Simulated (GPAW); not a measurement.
# BHF2 (SMILES FBF), step by step, part 2 of 2

GPAW 26.7.0. The steps go on from the part before.

### 3 Vibrational wavenumbers at HCTH407/plane waves (scalar-relativistic datasets, plane-wave cutoff 520 eV, shape nonlinear) (run 2)

The input, relaxed.xyz:

```xyz
4
Lattice="9.0 0.0 0.0 0.0 9.0 0.0 0.0 0.0 9.0" Properties=species:S:1:pos:R:3:magmoms:R:1:forces:R:3 free_energy=-20.626319792202324 energy=-20.626319792202324 dipole="-0.02258548485448975 -0.139966283602877 0.11460931386321735" magmom=0.0 pbc="F F F"
F        5.72814209       5.14515203       4.03609483       0.00000000      -0.00317741       0.00101261       0.00084630
B        4.51784413       4.71406199       4.35209317       0.00000000      -0.00013203       0.00349961      -0.00082279
F        3.47567425       5.32661236       3.81443357       0.00000000       0.00264841      -0.00155671       0.00729654
H        4.37096662       3.79553689       5.10302886       0.00000000      -0.00646670      -0.00394255      -0.00057780
```

The input, bf2h.py:

```python
from ase.io import read
from ase.thermochemistry import IdealGasThermo
from ase.vibrations import Vibrations
from gpaw import GPAW, PW, setup_paths
from gpaw.atom.configurations import parameters
from gpaw.atom.generator import Generator

system = read('relaxed.xyz')

for symbol in ['B', 'F', 'H']:
    Generator(symbol, xcname='HCTH407', scalarrel=True, nofiles=True, txt=None).run(**parameters[symbol])
setup_paths.insert(0, '.')

calc = GPAW(mode={'name': 'pw', 'ecut': 520},
            xc='HCTH407',
            convergence={'density': 1e-05},
            symmetry='off',
            maxiter=100,
            txt='bf2h.txt')
system.calc = calc

energy = system.get_potential_energy()
vib = Vibrations(system, delta=0.01)
vib.run()
vib.summary()
freqs = vib.get_frequencies()
zpe = vib.get_zero_point_energy()

thermo = IdealGasThermo(vib_energies=vib.get_energies(), potentialenergy=energy, atoms=system, geometry='nonlinear',
                        symmetrynumber=2, spin=0.0, ignore_imag_modes=True)
H = thermo.get_enthalpy(298.15, verbose=False)
S = thermo.get_entropy(298.15, 100000.0, verbose=False)
G = thermo.get_gibbs_energy(temperature=298.15, pressure=100000.0)
```

Launch:

```
OMP_NUM_THREADS=1 python bf2h.py
```

The log of the run:

```text
---------------------
  #    meV     cm^-1
---------------------
  0    5.7i     46.3i
  1    4.7i     38.1i
  2    1.9i     15.4i
  3    8.5      68.5
  4   11.8      95.1
  5   15.8     127.5
  6   65.4     527.3
  7  111.0     895.3
  8  131.0    1056.7
  9  141.1    1138.4
 10  170.6    1375.7
 11  327.6    2642.1
---------------------
Zero-point energy: 0.491 eV
Enthalpy components at T = 298.15 K:
===============================
Enthalpy components at T = 298.15 K:
===============================
E_pot                -20.626 eV
E_ZPE                  0.473 eV
Cv_trans (0->T)        0.039 eV
Cv_rot (0->T)          0.039 eV
Cv_vib (0->T)          0.009 eV
-------------------------------
U                    -20.067 eV
===============================
(C_v -> C_p)           0.026 eV
-------------------------------
H                    -20.042 eV
===============================

Entropy components at T = 298.15 K and P = 100000.0 Pa:
=================================================
{"":15s}{"S":13s}     {"T*S:13s}
S_trans (1 bar)    0.0016334 eV/K        0.487 eV
S_rot              0.0008668 eV/K        0.258 eV
S_elec             0.0000000 eV/K        0.000 eV
S_vib              0.0000383 eV/K        0.011 eV
S (1 bar -> P)    -0.0000000 eV/K       -0.000 eV
-------------------------------------------------
S                  0.0025385 eV/K        0.757 eV
=================================================

Free energy components at T = 298.15 K and P = 100000.0 Pa:
=======================
    H        -20.042 eV
 -T*S         -0.757 eV
-----------------------
    G        -20.798 eV
=======================
```

bf2h.txt, cut to the lines that bear on the results:

```text
[...]
  mode=PW(ecut=520),
[...]
Number of symmetries: 1
[...]
  Number of IBZ points: 1
[...]
Cutoff: 520.0 eV
Spin-components: 1 (collinear spins)
Bands:           13
[...]
  Valence electrons: 18.0
[...]
  Grid points: [48 48 48]
  Charge: 0.0  # |e|
[...]
    cutoffs:
[...]
occupation numbers:
  # Zero width
[...]
xc functional:
  name: HCTH407 with 2 nearest neighbor stencil
[...]
|iter     |     time |      energy | eigst |  dens |
[...]
|iter:   1| 00:00:02 |  -21.525601 | +0.22 |       |
[...]
Converged in 11 steps
[...]
dipole moment: (-0.022624, -0.139965, 0.114588)  # |e|*Ang
Fermi level: -5.125
[...]
Converged in 7 steps
[...]
|iter:   8| 00:03:15 |  -20.625797c| -8.05c| -5.15c|
Converged in 8 steps
[...]
Energy contributions relative to reference atoms: (reference = -6115.122861)
Energy contributions:
  Kinetic:          24.529584
  Coulomb:         -26.558910
  Zero:              0.510915
  External:          0.000000
  Xc:              -19.107386
  Entropy:           0.000000
  Spinorbit:         0.000000
  ----------------------------
  Free energy:     -20.625797
  Extrapolated:    -20.625797
dipole moment: (-0.022549, -0.139666, 0.112894)  # |e|*Ang
Fermi level: -5.120
Eigenvalues  # (at kpt = [0.000, 0.000, 0.000])
| band index |      eig [eV] | occ [0-2] |
|------------|---------------|-----------|
|          0 |       -31.322 |     2.000 |
|          1 |       -30.611 |     2.000 |
|          2 |       -14.309 |     2.000 |
|          3 |       -13.043 |     2.000 |
|          4 |       -12.356 |     2.000 |
|          5 |       -11.897 |     2.000 |
|          6 |       -10.595 |     2.000 |
|          7 |       -10.074 |     2.000 |
|          8 |        -9.041 |     2.000 |
|          9 |        -1.198 |     0.000 |
|         10 |        -0.210 |     0.000 |
|         11 |         0.902 |     0.000 |
[...]
Gap: 7.843 eV
Transition (v -> c):
[...]
Forces  # eV/Ang
|        x |        y |        z |
|----------|----------|----------|
| -0.00763 | -0.00928 | -0.00538 |  # F    0
| -0.01361 | -0.07764 |  0.11182 |  # B    1
|  0.00635 | -0.01505 |  0.00394 |  # F    2
|  0.00820 |  0.10075 | -0.10389 |  # H    3
Force computation time: 0.308  # s
timing:  # [seconds]
  Total:  195.863  # ━━━━━━━━━━━━━━━━━━━━━━━━━━━━━━━━━━━━━━━━━━━━━━━━━━━━━━━━
  Init:     2.285  # ╸
  SCF:    166.626  # ━━━━━━━━━━━━━━━━━━━━━━━━━━━━━━━━━━━━━━━━━━━━━━━╸
  Forces:   9.612  # ━━╸
  Move:    16.348  # ━━━━╸
```

Run time: 3.3 min. Hardware: 1 thread of Intel Xeon at 2.70GHz, shared host; peak memory 0.36 GiB.

### 4 What came out

The summary covers parts 1 to 2.

| quantity | value |
| --- | --- |
| run 1, HCTH407/plane waves: energy as printed (from the program's reference atoms) | -20.6263 eV |
| run 1, HCTH407/plane waves: dipole moment | 0.88 D |
| run 1, HCTH407/plane waves: HOMO energy (shifted to the vacuum level, unlike the log) | -9.44 eV |
| run 1, HCTH407/plane waves: LUMO energy (shifted to the vacuum level, unlike the log) | -1.58 eV |
| run 1, HCTH407/plane waves: HOMO–LUMO gap | 7.86 eV |
| run 2, HCTH407/plane waves: lowest harmonic wavenumber | 527 cm⁻¹ |
| run 2, HCTH407/plane waves: highest harmonic wavenumber | 2642 cm⁻¹ |
| run 2, HCTH407/plane waves: zero-point energy | 45.7 kJ/mol |
| run 2, HCTH407/plane waves: ideal-gas entropy at 298.15 K and 100000 Pa (symmetry number 2 as used) | 58.5 cal/(mol K) |

**Reading.** The optimisation (run 1, HCTH407/plane waves) took 19 steps and changed the energy by -0.148 eV. All 6 modes (run 2, HCTH407/plane waves) are real, so the shape is a minimum at this level.
